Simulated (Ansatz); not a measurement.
This geometry of CH$_{3}$MgO (6 atoms, charge 0, multiplicity 2) is a first-order saddle point.

Computed with Ansatz, UKS LDA/def2-SVP.

```xyz
6
Properties=species:S:1:pos:R:3
O -0.618 -1.359 -0.386
C 0.326 -0.372 -0.488
Mg 0.346 1.139 0.931
H -1.416 -1.161 -0.914
H 1.096 -0.605 -1.271
H 0.266 2.358 2.128
```

Task: Which two structures does it join? (They come from a converged band through this point; their orientation in space is the band's.)

Result: No bond is made or broken. The dihedral H4–O1–C2–Mg3 goes from 0 to 180°.

First end point:

```xyz
6
Properties=species:S:1:pos:R:3
O -0.518 -1.295 -1.020
C 0.308 -0.365 -0.499
Mg 0.182 1.078 0.965
H -1.384 -1.251 -0.574
H 1.282 -0.454 -1.038
H 0.132 2.287 2.166
```

Last end point:

```xyz
6
Properties=species:S:1:pos:R:3
O -0.974 -1.012 -0.533
C 0.173 -0.304 -0.376
Mg 0.279 1.189 1.029
H -0.876 -1.685 -1.235
H 0.988 -0.625 -1.069
H 0.410 2.438 2.184
```

Task: How far does it lie above each of them?

Result: 0.41 eV above the first and 0.40 eV above the second. This is the barrier of this one path; another mechanism may lie lower.

Time of the run: 2.5 min on 1 thread of Intel(R) Xeon(R) Processor @ 2.70GHz, on a shared host, peak memory 0.12 GiB.
